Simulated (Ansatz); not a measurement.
Basis-set extrapolation for `C#CN=C=C` (PBE0-D4/def2-TZVP geometry, frozen core, the Gaussian-basis code of Ansatz). Multiplicity 1, RHF reference.

|  | def2-TZVPP | def2-QZVPP |
| --- | --- | --- |
| HF | -207.609671 | -207.618210 |
| MP2 correlation | -0.798457 | -0.850865 |
| CCSD(T) correlation | -0.858721 | not run |

Energies in hartree. Use E(X) = E(∞) + A·exp(−7.88·√X) for Hartree–Fock and E(X) = E(∞) + B·X^(−2.97) for correlation, with X = 3 and 4, and add CCSD(T) minus MP2 of the smaller set to the MP2 limit.

Question: What is the CCSD(T) energy at the basis-set limit?

Answer: HF limit: -207.618210 + (-0.008539) × 0.13774 = -207.61939. MP2 limit: -0.850865 + (-0.052408) × 0.74074 = -0.88969. Higher-order term: -0.858721 − (-0.798457) = -0.06026. Total: -208.56934 hartree, 265.0 kJ/mol below CCSD(T)/def2-TZVPP.
